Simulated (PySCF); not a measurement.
Species: C2H5O (doublet state).
Structure used (GFN2-xTB), in Å, numbered top down from 1:
```
atom  x, y, z in Å
C1    -0.8103   -0.0717   -0.0427
C2     0.5671    0.3305   -0.4085
O3     1.6414   -0.1068    0.3253
H4    -0.8556   -1.1407    0.1761
H5    -1.1820    0.4602    0.8453
H6    -1.4905    0.1450   -0.8626
H7     0.7681    1.2563   -0.9156
H8     1.3708   -0.8635    0.8582
```

The hyperfine couplings belong to this conformer and change with its torsions.

The species is `O[CH]C` [radical].

Method used: PySCF 2.14.0, UKS B3LYP, pcH-1 on C H O, non-relativistic, mean-field spin-orbit, GIAO. The structure is a single GFN2-xTB conformer in the gas phase; no vibrational or solvent corrections. A GFN2-xTB geometry isn't a minimum of the functional, and hyperfine couplings can be far from their values at a DFT geometry.

Q: What are Nα, Nβ and the exact ⟨S²⟩?

A: 25 electrons with 2S = 1: 13 α and 12 β; S(S+1) = 0.75.

Mulliken spin populations, one withheld:

```tsv
atom	bound to	population
C1	C2, H4, H5, H6	-0.0707
C2	C1, O3, H7	?
O3	C2, H8	+0.1233
H4	C1	+0.0155
H5	C1	+0.0713
H6	C1	+0.0060
H7	C2	-0.0361
H8	O3	-0.0046
```

Q: Fill in the missing population.

A: The populations add up to Nα − Nβ = 1, and the others sum to 0.1047, so C2 holds +0.895.

Q: How is the spin shared among the elements?

A: Carbon +0.82, oxygen +0.12, hydrogen +0.05. The positive populations sum to 1.11, the negative ones to -0.11.

Q: With ⟨S²⟩ = 0.7534, find the sum of squared α–β overlaps and estimate the admixture of higher spin.

A: Σ|⟨iα|jβ⟩|² over occupied orbitals = Nβ − [⟨S²⟩ − S(S+1)] = 12 − 0.0034 = 11.9966. If the quartet state (S + 1) were the only admixture, its weight would be 0.0034/(2S + 2) = 0.11 %. For Kohn–Sham this describes the determinant of the orbitals, not the true wave function.

Q: What Fermi-contact NMR shifts do the couplings of C1, H7, H8 imply at 298 K (Curie law, g = gₑ)?

A: δ = a_FC·h·gₑ μB S(S+1)/(3 g_N μN kT), with k/h = 20836.6 MHz/K:

```json
{"nuclei": "C1", "isotope": "13C", "a_FC (MHz)": "-20.28", "g_N": "1.4048", "contact shift (ppm)": "-2137"}
{"nuclei": "H7", "isotope": "1H", "a_FC (MHz)": "-44.70", "g_N": "5.5857", "contact shift (ppm)": "-1185"}
{"nuclei": "H8", "isotope": "1H", "a_FC (MHz)": "-11.95", "g_N": "5.5857", "contact shift (ppm)": "-317"}
```

The shifts go as 1/T: at 348 K they are 0.856 times these.

β density exceeds α density at some nuclei, such as C1 (-0.0180), H7 (-0.0100) and H8 (-0.0027), spin density in bohr⁻³. In a single determinant that takes different orbitals for the two spins, that is spin polarisation.
